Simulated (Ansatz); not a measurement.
# GeN⁺, triplet: reading a ladder of total energies

Geometry: that of the GeN⁺, singlet, kept fixed.

```yaml
atoms:
  - { symbol: Ge, position_ang: [0.0000, 0.0000, 0.0000] }
  - { symbol: N, position_ang: [0.0000, 0.0000, 1.8997] }
```

Basis cc-pVTZ; Ansatz 0.2.0. Correlated methods freeze the noble-gas cores and the filled d shells of p-block atoms, which leaves 8 electrons in 58 orbitals. R marks a restricted (for open shells ROHF) determinant, U an unrestricted one. No spin–orbit coupling is included, and no scalar relativity.

Full CI isn't at hand for all of this; UCCSDT(Q) serves as the reference, and is uncertain by about the last step of the cluster series.

Runs differ by some tens of microhartree through their thresholds and, for an open shell, their frozen cores, so steps under 0.03 kcal/mol mean nothing.

```tsv
level	total energy (hartree)
UHF	-2129.500256
UMP2	-2129.683484
UCCSD	-2129.712815
UCCSD(T)	-2129.720854
UCCSDT	-2129.722120
UCCSDT(Q)	-2129.722612
```

Problem. What is the correlation energy at UCCSDT(Q), and what share of it do UMP2 and UCCSDT recover?

Solution. E(corr) = -2129.722612 − (-2129.500256) = -0.222356 hartree = -6.051 eV. UMP2: -0.183228 / -0.222356 = 82.40 %. UCCSDT: -0.221864 / -0.222356 = 99.78 %.

Problem. By how many kcal/mol does UCCSD(T) miss UCCSDT(Q) (1 hartree = 627.509 kcal/mol), and which steps make up the rest?

Solution. -2129.720854 − (-2129.722612) = 0.001758 hartree = 1.10 kcal/mol. Steps: UCCSDT − UCCSD(T) = -0.79, UCCSDT(Q) − UCCSDT = -0.31 kcal/mol. Differences between like states or geometries often cancel part of this.
